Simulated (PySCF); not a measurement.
Gas-phase reaction: CH₃CF₃ + 2 C₂H₆ → 3 C₂H₅F

Energies from PySCF, thermal terms from the rigid-rotor harmonic-oscillator model, ideal gas at 1 bar. † marks an energy on the PBE0/def2-TZVP geometry and frequencies. All species are closed-shell singlets. B3LYP is the form with VWN-RPA correlation.

PBE0/def2-QZVP† gives ΔH°(298 K) = 104 kJ.

**Question.** What do B3LYP/def2-TZVP†, PBE/def2-TZVP†, LDA/def2-TZVP† give?

**Answer.** B3LYP/def2-TZVP†: 95 kJ; PBE/def2-TZVP†: 103 kJ; LDA/def2-TZVP†: 121 kJ. For scale, ΔH°(298 K) is 104 kJ at this level, 109 kJ at ωB97M-V/def2-TZVP†, and runs from 40 to 138 kJ over the 20 levels computed.
